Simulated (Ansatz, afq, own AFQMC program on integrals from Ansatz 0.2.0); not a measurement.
# CH4, singlet: AFQMC among the cluster methods

```yaml
atoms:
  - { symbol: C, position_ang: [0.0000, 0.0000, 0.0000] }
  - { symbol: H, position_ang: [1.1154, 1.1189, 1.1175] }
  - { symbol: H, position_ang: [-1.1217, -1.1131, 1.1170] }
  - { symbol: H, position_ang: [-1.1128, 1.1156, -1.1233] }
  - { symbol: H, position_ang: [1.1191, -1.1214, -1.1112] }
```

Basis 6-31G. Only valence electrons are correlated. Ansatz 0.2.0 and our own AFQMC program on the same integrals; the CISD trial comes from CCSD amplitudes, and released means the phaseless constraint is let go. Error bars are statistical, one sigma.

Determinant: UHF, the one that the program's search chose, which needn't be the lowest solution. The geometry is a point of a scan.

Full CI on the same integrals is exact in this basis and with this determinant's frozen core.

Cautions: strong correlation (T1 0.186, weight of the determinant 0.41, largest double 0.23); (T) is large, 9 % of the CCSD correlation; unrestricted determinant spin contaminated (⟨S²⟩ 2.24 against 0.00); CCSD(T) is in doubt: in a space of 8 electrons in 8 natural orbitals full CI lies 406 meV below it; the released energy hasn't reached full CI (98 meV above it at 2.40 1/Eh), so no released level is given (meV from the phaseless value at times in 1/Eh: -29 ± 10 at 0.24, -57 ± 9 at 0.51, -90 ± 7 at 0.99, -136 ± 11 at 1.62, -126 ± 7 at 2.40).

The T1 diagnostic is 0.1860, the weight of the determinant in the CISD state is 0.413 and the ⟨S²⟩ of the determinant is 2.244. The size of the correlated space is 8 electrons in 16 orbitals.

```csv
level,correlation energy (eV)
MP2,-1.2378
CCSD,-3.6111
CCSD(T),-3.9347
```

(1) Estimate where full CI lies against CCSD(T) on the same integrals.

(1) 16.01 mEh below CCSD(T).

Reference: full CI, correlation energy -4.370 eV. The cautions show a poor starting determinant, so the rows tell how each method copes with it here, and full CI is the sure value.

```
        level  E − E(reference) (mEh)  share of correlation (%)
      CCSD(T)                   16.01                     90.03
        CCSDT                    3.00                     98.13
     CCSDT(Q)                    0.06                     99.96
       CCSDTQ                    0.43                     99.73
ph-AFQMC/CISD             8.24 ± 0.33                     94.87
```

CCSDT and higher add their correlation energy to the determinant of the CCSD(T) run, since their own runs factorise the integrals more tightly (a shift of under 2 meV).
